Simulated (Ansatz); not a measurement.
This geometry of C2H4S (7 atoms, charge 0, multiplicity 1) is a first-order saddle point.

Method: RKS PBE0/def2-SVP in Ansatz 0.2.0.

```xyz
7
Properties=species:S:1:pos:R:3
C -0.633 0.285 -0.733
C 0.065 0.346 0.400
S 0.551 -1.088 1.341
H -0.938 -0.672 -1.167
H -0.910 1.200 -1.266
H 0.343 1.315 0.831
H 1.583 -1.454 0.549
```

Which two structures does it join? (They come from a converged band through this point; their orientation in space is the band's.)

No bond is made or broken. The dihedral C1–C2–S3–H7 goes from 179 to 0°.

First end point:

```xyz
7
Properties=species:S:1:pos:R:3
C -0.955 0.321 -0.536
C 0.225 0.152 0.066
S 0.803 -1.395 0.672
H -1.653 -0.505 -0.698
H -1.254 1.312 -0.885
H 0.902 0.999 0.214
H 1.993 -0.952 1.121
```

Last end point:

```xyz
7
Properties=species:S:1:pos:R:3
C -0.760 0.315 -0.447
C 0.444 0.407 0.124
S 1.411 -0.860 0.849
H -1.303 -0.631 -0.525
H -1.239 1.206 -0.860
H 0.958 1.373 0.183
H 0.550 -1.878 0.630
```

How far does it lie above each of them?

3.0 kcal/mol above the first and 3.7 kcal/mol above the second. This is the barrier of this one path; another mechanism may lie lower.

Run time: 2.2 min on 1 thread of Arm Neoverse N1, on a shared host, peak memory 0.14 GiB.
